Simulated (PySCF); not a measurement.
H2S, singlet: structure and spectrum

Computed with B3LYP/[S def2-TZVP, H def2-TZVP], no relativity, density fitting, PySCF.

The structure is a minimum.

```xyz
3
charge 0 multiplicity 1, angstrom
S     0.0000    0.0000   -0.0550
H     0.9703    0.0000    0.8729
H    -0.9703    0.0000    0.8729
```

* Point group: C2v
* Bond lengths: S–H 1.343 Å (×2)
* Bond angles: H–S–H 92.6°
* Principal quadrupole moments (Buckingham, traceless) about the centre of mass: -3.79, 1.03, 2.76 D Å
* Highest occupied level: -7.23 eV
* Rotational symmetry number: 2
* Entropy at 298.15 K and 1 bar: 205.7 J/(mol K)
* Enthalpy at 298.15 K above 0 K: 9.96 kJ/mol
* Atomisation energy without zero-point energy: 758 kJ/mol
* Dipole moment: 1.11 D
* Rotational constants: 10.32, 8.884, 4.775 cm⁻¹
* Heat capacity Cp at 298.15 K: 34.1 J/(mol K)
* Zero-point energy: 39.5 kJ/mol
* Principal polarisabilities: 14.8, 19.5, 20.4 bohr³
* Lowest empty level: 0.29 eV

Harmonic modes (masses in u: S 31.972, H 1.008):
```json
{"symmetry": "a1", "ω (cm⁻¹)": "1215", "IR (km/mol)": "0.2", "μ (u)": "1.04", "type": "bend"}
{"symmetry": "a1", "ω (cm⁻¹)": "2684", "IR (km/mol)": "0.3", "μ (u)": "1.04", "type": "stretch"}
{"symmetry": "b2", "ω (cm⁻¹)": "2697", "IR (km/mol)": "0.7", "μ (u)": "1.04", "type": "stretch"}
```

In C2v the vibrations span 2a1 + b2. Here b1 is antisymmetric to the molecular plane and b2 lies in it.

Charges (e):
```
atom  Mulliken  Löwdin  polar tensor  Mayer order to S1
  S1     -0.30   -0.05         -0.10                  –
H2,3      0.15    0.03          0.05               0.97
```

Mulliken populations on S1: s 5.84, p 10.37, d 0.08, f 0.01.

Outer orbital energies (eV). occupied: -20.28, -12.20, -10.09, -7.23; empty: 0.29, 0.44, 4.79, 5.78.

Counting electrons, sulfur keeps 4 of its valence electrons outside its bonds, so the VSEPR class is AX2E2 and the expected shape is bent (C2v), as computed. The angle of 93° is close to 90°: the heavy centre bonds with nearly pure p orbitals and keeps its lone pair s-like.

The final relaxation and frequency run took 4.2 s on 2 threads of a shared Arm Neoverse V1 host, with 49 basis functions and 8 gradients; the process peaked at 0.54 GiB. Launch command: `OMP_NUM_THREADS=2 python axn.py task.json out`.
